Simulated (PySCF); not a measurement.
**Atomic charges against the basis set**

Phosphaethyne, CHP.
Atom-mapped SMILES: `[CH:1]#[P:2]` (hydrogens: H3 on C1)

PBE0 throughout (PySCF), one geometry, spherical d and f functions. Geometry: PBE0-D3(BJ)/def2-SVP; no solvent, vibrations or thermal averaging.

Mulliken charges (e):

| basis | functions | C1 | P2 | H3 |
| --- | --- | --- | --- | --- |
| STO-3G | 15 | -0.366 | +0.279 | +0.087 |
| 6-31G | 24 | -0.453 | +0.227 | +0.225 |
| 6-31G* | 34 | -0.296 | +0.076 | +0.220 |
| def2-SVP | 37 | -0.202 | +0.116 | +0.086 |
| 6-311+G(2d,p) | 68 | -0.277 | +0.116 | +0.162 |
| def2-TZVP | 74 | -0.154 | -0.037 | +0.191 |

IAO charges (e):

| basis | functions | C1 | P2 | H3 |
| --- | --- | --- | --- | --- |
| STO-3G | 15 | -0.504 | +0.371 | +0.133 |
| 6-31G | 24 | -0.448 | +0.246 | +0.202 |
| 6-31G* | 34 | -0.462 | +0.269 | +0.193 |
| def2-SVP | 37 | -0.474 | +0.287 | +0.187 |
| 6-311+G(2d,p) | 68 | -0.493 | +0.295 | +0.197 |
| def2-TZVP | 74 | -0.493 | +0.297 | +0.197 |

Problem. Which scheme is steadiest as the basis changes?

Solution. Largest range over the bases for any column: IAO 0.12 e, Mulliken 0.32 e. IAO charges move least and Mulliken charges most, counted in e. Without the minimal STO-3G basis the ranges are IAO 0.05, Mulliken 0.30 e.

Problem. How much do the charges still move between the two largest bases, 6-311+G(2d,p) and def2-TZVP?

Solution. At most, over all atoms: Mulliken 0.152 e, IAO 0.001 e.

Problem. What do the same runs give for the total energy, the frontier levels and the dipole moment?

Solution. 
```tsv
basis	energy (Eh)	HOMO (eV)	LUMO (eV)	μ (D)
STO-3G	-375.4685	-4.94	3.42	0.08
6-31G	-379.7565	-8.28	-1.11	0.94
6-31G*	-379.7906	-8.02	-1.12	0.74
def2-SVP	-379.6756	-8.08	-1.18	0.51
6-311+G(2d,p)	-379.8312	-8.15	-1.48	0.37
def2-TZVP	-379.8362	-8.11	-1.42	0.40
```

The dipole is fixed by the density alone, so its range of 0.86 D shows that the density itself changes with the basis, not only its division among atoms.
